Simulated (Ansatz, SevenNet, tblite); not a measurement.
**Zinc-blende AgI (metastable phase), lattice parameter a**

Reference value: 6.499 Å (measured, temperature not stated, no zero-point or thermal correction; as tabulated in Jana et al. (2018), arXiv:1803.03840).

```tsv
level (code)	value (Å)
GFN2-xTB (tblite)	6.699
SevenNet-l3i5	6.637
LDA (Ansatz)	6.348
PBE (Ansatz)	6.628
PBE0 (Ansatz)	[?]
```

**Question.** Some entries are withheld; supply them.

**Answer.** 
- PBE0 (Ansatz, a quantum-chemistry and plane-wave program), value (Å): 6.613

Differences against the reference: GFN2-xTB +3.08 %, SevenNet-l3i5 +2.12 %, LDA -2.32 %, PBE +1.98 %, PBE0 +1.75 %.

The reference's temperature isn't stated, so close values are not ranked against it. Off by more than 1.25 %, or 1.75 % on the side where a correction would as a rule narrow the miss (bounds picked here): GFN2-xTB (+3.08 %), LDA (-2.32 %), SevenNet-l3i5 (+2.12 %), PBE (+1.98 %), PBE0 (+1.75 %).

The reference isn't brought to a static lattice, while the calculations are for one, so the differences are not the levels' errors alone. A static lattice is as a rule a little smaller than the measured one.  GFN2-xTB: the method was fitted mainly to molecules. GFN2-xTB: the run uses a supercell at the zone centre in place of a k mesh. Cutoffs and k meshes differ between the levels. Ansatz's density-functional and Hartree–Fock values are scalar-relativistic unless marked +SOC, with PAW data made under PBE.

Machine-learned potentials (SevenNet-l3i5) are trained on DFT data: a solid inside that data is no test of them.

Differences are worked out from the printed values.
